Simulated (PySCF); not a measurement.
Species: 2,2-dimethylbutane, C₆H₁₄.
SMILES with atom numbers: `[CH3:1][CH2:2][C:3]([CH3:4])([CH3:5])[CH3:6]` (hydrogens: H7, H8, H9 on C1; H10, H11 on C2; H12, H13, H14 on C4; H15, H16, H17 on C5; H18, H19, H20 on C6)

The geometry is computed with GFN2-xTB (gas phase).

Question: Give the optimised bond lengths and angles.

Answer: 
```json
{"bond": "C1–C2", "length (bohr)": "2.881", "order": "single"}
{"bond": "C2–C3", "length (bohr)": "2.910", "order": "single"}
{"bond": "C3–C4, C3–C5, C3–C6", "length (bohr)": "2.893", "order": "single"}
{"bond": "C1–H7, C1–H8, C1–H9", "length (bohr)": "2.055", "order": "single"}
{"bond": "C2–H10, C2–H11", "length (bohr)": "2.066", "order": "single"}
{"bond": "C4–H12 and 8 like bonds", "length (bohr)": "2.055", "order": "single"}
```

Bonds in one row agree within 0.02 bohr and their mean is given. Orders are formal, as drawn. A selection of angles:
```json
{"angle": "C2–C1–H7", "degrees": "111.3"}
{"angle": "C2–C1–H9", "degrees": "109.5"}
{"angle": "H7–C1–H8", "degrees": "108.7"}
{"angle": "H7–C1–H9", "degrees": "108.0"}
{"angle": "C1–C2–C3", "degrees": "115.8"}
{"angle": "C1–C2–H10", "degrees": "108.5"}
{"angle": "C1–C2–H11", "degrees": "108.5"}
{"angle": "C3–C2–H10", "degrees": "108.2"}
{"angle": "H10–C2–H11", "degrees": "107.2"}
{"angle": "C2–C3–C4", "degrees": "107.8"}
{"angle": "C2–C3–C5", "degrees": "111.0"}
{"angle": "C4–C3–C5", "degrees": "108.7"}
{"angle": "C3–C4–H12", "degrees": "110.7"}
{"angle": "H12–C4–H13", "degrees": "108.3"}
{"angle": "C3–C5–H17", "degrees": "110.1"}
{"angle": "H15–C5–H16", "degrees": "108.6"}
```

Torsions: C1–C2–C3–C4 180° (antiperiplanar).

Of the pairs four or more bonds apart, H7···H18 is among the closest relative to their van der Waals radii: 2.28 Å, 95 % of the sum of Bondi's values.

Point group: Cs (every atom within 0.08 Å of its image). Stationary, but not proved a minimum.
